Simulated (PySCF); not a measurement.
# DPP in a uniform electric field

Compound: DPP, C6H4N2O2.
Cartesian coordinates in Å at the GFN2-xTB level; atoms count from 1:
```
atom  x, y, z in Å
O1     2.0428    2.1253   -0.1514
C2     1.4571    1.0725   -0.0740
N3     2.0993   -0.1786    0.0267
C4     1.2163   -1.2169    0.1003
C5    -0.0475   -0.7197    0.0532
C6    -1.4566   -1.0721    0.0701
O7    -2.0412   -2.1256    0.1452
N8    -2.0996    0.1784   -0.0290
C9    -1.2168    1.2168   -0.1029
C10    0.0475    0.7204   -0.0564
H11    3.1028   -0.2717    0.0407
H12    1.5574   -2.2326    0.1806
H13   -3.1031    0.2712   -0.0418
H14   -1.5590    2.2321   -0.1835
```

Level: wB97X-D/def2-SVPD (PySCF); nuclei fixed, core orbitals frozen in the response. Permanent dipole (-0.003, 0.001, 0.007) D (1 au = 2.5417 D). Static polarisability (au):

```
x   138.29  12.18  -0.31
y    12.18  95.40  -3.50
z    -0.31  -3.50  48.75
```

Only the terms in μ and α are kept: μ(F) = μ + αF and ΔE = −μ·F − ½ F·αF.

Problem. Apply 0.002 au along ±x, ±y and ±z in turn. Tabulate induced and total dipoles and both energy terms.

Solution. 
| field along | induced x (D) | induced y (D) | induced z (D) | total size (D) | −μ·F (kJ/mol) | −½F·αF (kJ/mol) |
| --- | --- | --- | --- | --- | --- | --- |
| +x | 0.703 | 0.062 | -0.002 | 0.703 | +0.006 | -0.726 |
| −x | -0.703 | -0.062 | 0.002 | 0.709 | -0.006 | -0.726 |
| +y | 0.062 | 0.485 | -0.018 | 0.490 | -0.002 | -0.501 |
| −y | -0.062 | -0.485 | 0.018 | 0.489 | +0.002 | -0.501 |
| +z | -0.002 | -0.018 | 0.248 | 0.255 | -0.014 | -0.256 |
| −z | 0.002 | 0.018 | -0.248 | 0.242 | +0.014 | -0.256 |

Problem. For the field (0.0012, -0.0006, -0.0008) au, what is the induced dipole, and what angle does it make with the field?

Solution. αF = (0.404, -0.101, -0.095) D, at 21.4° to the field. The polarisability along this direction, F·αF/F², is 100.15 au, against a mean of 94.14 au.

Problem. A unit point charge sits 20 Å away. Estimate the induction energy −αe²/2R⁴ with the mean polarisability, treating the molecule as a point.

Solution. R = 37.79 bohr, so the energy is −94.1/(2 × 37.79⁴) Eh = -0.0606 kJ/mol.

Isolated species at its GFN2-xTB geometry, gas phase.

wB97X-D is run here without its empirical dispersion term; that term would change no orbital, density or response property at a fixed geometry.
